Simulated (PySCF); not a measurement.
# First-order multiplets

Mapped SMILES: `[CH2:1]=[C:2]([OH:3])[CH:4]=[O:5]`. Each H is labelled by its parent atom. Ha(C1) is cis to O3; Hb(C1) is trans to O3.

Non-relativistic, isolated molecule, one computed conformer. PBE0/pcSseg-1 with gauge-including orbitals; J: B3LYP/pcJ-1; structure optimised with PBE0-D3(BJ)/def2-SVP; PySCF 2.14.0 with density-fitted response routines.

Scale: TMS for 1H (σ = 31.27 ppm), 13C (σ = 184.41 ppm) (reference shieldings calculated alike).

Spectrometer: 600 MHz for 1H. First-order analysis; couplings under 1 Hz (under 4 Hz in carbon signals) are ignored, and nearly equal couplings are merged; the smaller ones broaden or split the lines further.

(1) What pattern does Ha(C1) show (1H)?

(2) What pattern does C4 show in the proton-coupled 13C spectrum?

(3) What pattern does Hb(C1) show (1H)?

Answers

(1) A doublet at δ 5.59: 1.2 Hz to Hb(C1) (1 × 1H, 2 bonds away). Lines in Hz from the centre (relative intensity): +0.6 (1), -0.6 (1). The outer lines are 1.2 Hz apart, the sum of the couplings kept, or 0.002 ppm at this field.

(2) A doublet of doublets of doublets at δ 193.4: 189.9 Hz to H(C4) (1 × 1H, 1 bond away), 13.1 Hz to Ha(C1) (1 × 1H, 3 bonds away), 7.2 Hz to Hb(C1) (1 × 1H, 3 bonds away). Lines in Hz from the centre (relative intensity): +105.1 (1), +97.9 (1), +92.0 (1), +84.8 (1), -84.8 (1), -92.0 (1), -97.9 (1), -105.1 (1). The outer lines are 210.2 Hz apart, the sum of the couplings kept, or 1.393 ppm at this field.

(3) A doublet at δ 4.93: 1.2 Hz to Ha(C1) (1 × 1H, 2 bonds away). Lines in Hz from the centre (relative intensity): +0.6 (1), -0.6 (1). The outer lines are 1.2 Hz apart, the sum of the couplings kept, or 0.002 ppm at this field.

OH and NH positions are those of a molecule without intermolecular hydrogen bonds; in solution they move with solvent, concentration and temperature, and exchange usually removes their couplings. Simple enols tautomerise to the carbonyl form in solution; the data are for the enol itself.
